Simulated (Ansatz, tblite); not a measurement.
**B₃NH₁₀: one state, many levels**

An exercise on one series of results from a longer session: the logs are not shown, and one member is left open.

Program: Ansatz 0.2.0, Gaussian basis. Level of theory: as each input shows. These are calculated values, not measurements.

Levels to be run: GFN1-xTB, GFN2-xTB, PBE-D4/def2-TZVP, r2SCAN-D4/def2-TZVP, BLYP-D4/def2-TZVP, ωB97M-V/def2-TZVP, revPBE-D4/def2-TZVP, HSE06-D4/def2-TZVP, BHLYP-D4/def2-TZVP, r2SCANh-D4/def2-TZVP, PBE-QIDH/def2-TZVP, PBE-D4/def2-SVP, PBE0-D4/def2-SVP, HF/STO-3G, HF/6-31G, B3LYP-D4/6-31G, CCSD(T)/def2-TZVPP, MP2/def2-TZVP, RPA/def2-TZVP.

**The relaxed structure**

The geometry is that of the singlet, from an earlier relaxation (PBE0-D4/def2-SVP).

14 atoms, charge 0, spin multiplicity 1.

Bond lengths: B1–B2 1.731 Å, B1–H3 1.338 Å, B1–B4 1.826 Å, B1–H7 1.208 Å, B1–H8 1.220 Å, B2–H3 1.336 Å, B2–B4 1.827 Å, B2–H9 1.208 Å, B2–H10 1.220 Å, B4–N5 1.612 Å, B4–H6 1.217 Å, B4–H11 1.216 Å, N5–H12 1.022 Å, N5–H13 1.022 Å, N5–H14 1.020 Å. Angles: B2–B1–H3 49.6°, B2–B1–B4 61.7°, B2–B1–H7 118.0°, B2–B1–H8 123.8°, H3–B1–B4 110.0°, H3–B1–H7 106.2°, H3–B1–H8 103.2°, B4–B1–H7 116.5°, B4–B1–H8 103.3°, H7–B1–H8 116.8°, B1–B2–H3 49.7°, B1–B2–B4 61.7°, B1–B2–H9 118.0°, B1–B2–H10 123.8°, H3–B2–B4 110.1°, H3–B2–H9 106.2°, H3–B2–H10 103.2°, B4–B2–H9 116.4° and more.

As a file:

```xyz
14

B     1.2121    0.5755   -0.2036
B    -0.2829    0.8253   -1.0394
H     0.9677    0.7591   -1.5060
B    -0.3444    0.2120    0.6800
N    -0.5952   -1.3797    0.6486
H     0.2782    0.4736    1.6921
H     1.8258    1.5485    0.1647
H     1.8054   -0.4907   -0.1785
H    -0.6499    1.9622   -1.2179
H    -0.8624   -0.0448   -1.6691
H    -1.4272    0.7621    0.7500
H    -1.1340   -1.6256   -0.1842
H     0.3021   -1.8655    0.5898
H    -1.0953   -1.7121    1.4735
```

PBE0-D4/def2-TZVP was run before; its log isn't repeated, and its numbers join the tables.

The first run:

Tight binding, by tblite at 300 K electronic temperature and without a spin-polarisation term:

```python
tblite.interface.Calculator('GFN1-xTB', numbers, positions, charge=0, uhf=0).singlepoint()
```

Tight binding, by tblite at 300 K electronic temperature and without a spin-polarisation term:

```python
tblite.interface.Calculator('GFN2-xTB', numbers, positions, charge=0, uhf=0).singlepoint()
```

start.molden holds the orbitals of an earlier run on this state, given as this run's starting guess.

The input, in.yaml:

```yaml
crystal:
  periodic: [false, false, false]
  atoms:
    - {symbol: B, position_ang: [1.212099, 0.575470, -0.203644]}
    - {symbol: B, position_ang: [-0.282946, 0.825320, -1.039420]}
    - {symbol: H, position_ang: [0.967681, 0.759065, -1.505964]}
    - {symbol: B, position_ang: [-0.344431, 0.212044, 0.679965]}
    - {symbol: N, position_ang: [-0.595207, -1.379652, 0.648613]}
    - {symbol: H, position_ang: [0.278218, 0.473619, 1.692125]}
    - {symbol: H, position_ang: [1.825834, 1.548479, 0.164709]}
    - {symbol: H, position_ang: [1.805399, -0.490749, -0.178487]}
    - {symbol: H, position_ang: [-0.649911, 1.962234, -1.217903]}
    - {symbol: H, position_ang: [-0.862395, -0.044773, -1.669082]}
    - {symbol: H, position_ang: [-1.427171, 0.762143, 0.749998]}
    - {symbol: H, position_ang: [-1.133970, -1.625649, -0.184209]}
    - {symbol: H, position_ang: [0.302095, -1.865471, 0.589805]}
    - {symbol: H, position_ang: [-1.095283, -1.712089, 1.473486]}
basis:
  gaussian: {orbitals: def2-TZVP, initial_orbitals: start.molden}
hamiltonian: {xc: pbe, dispersion: d4}
scf: {omitted_lower_state_checks: [starts]}
output: {orbitals: {seedname: orbitals}}
```

The run is started by

```bash
ansatz run in.yaml --threads 4 --pin off --events-out ev --progress --plain --max-ram 3916MiB
```

Among the steps run: PBE-D4/def2-TZVP; r2SCAN-D4/def2-TZVP; BLYP-D4/def2-TZVP; ωB97M-V/def2-TZVP; revPBE-D4/def2-TZVP; HSE06-D4/def2-TZVP; BHLYP-D4/def2-TZVP; r2SCANh-D4/def2-TZVP; PBE-QIDH/def2-TZVP; PBE-D4/def2-SVP; PBE0-D4/def2-SVP; HF/STO-3G; HF/6-31G; B3LYP-D4/6-31G; CCSD(T)/def2-TZVPP; MP2/def2-TZVP; RPA/def2-TZVP.

One of the session's tables, all rows but one given; the rest of the session is left out.

| level | HOMO (eV) | LUMO (eV) | gap (eV) |
| --- | --- | --- | --- |
| HF/STO-3G | ? | ? | ? |
| HF/6-31G | -10.85 | 4.41 | 15.26 |
| PBE-D4/def2-SVP | -6.48 | -0.49 | 5.99 |
| PBE-D4/def2-TZVP | -6.67 | -0.99 | 5.68 |
| revPBE-D4/def2-TZVP | -6.65 | -0.93 | 5.72 |
| BLYP-D4/def2-TZVP | -6.64 | -1.04 | 5.60 |
| r2SCAN-D4/def2-TZVP | -6.98 | -0.23 | 6.75 |
| r2SCANh-D4/def2-TZVP | -7.48 | 0.01 | 7.49 |
| B3LYP-D4/6-31G | -7.64 | 0.53 | 8.17 |
| PBE0-D4/def2-SVP | -7.91 | 0.44 | 8.35 |
| PBE0-D4/def2-TZVP | -8.04 | -0.14 | 7.89 |
| HSE06-D4/def2-TZVP | -7.63 | -0.51 | 7.12 |
| BHLYP-D4/def2-TZVP | -9.32 | 0.47 | 9.78 |
| ωB97M-V/def2-TZVP | -10.37 | 1.26 | 11.63 |

Estimate the missing values for HF/STO-3G.

The run gave: HOMO (eV): -9.42; LUMO (eV): 9.62; gap (eV): 19.04. In the column «HOMO (eV)» it lies between ωB97M-V/def2-TZVP (-10.37) and BHLYP-D4/def2-TZVP (-9.32).
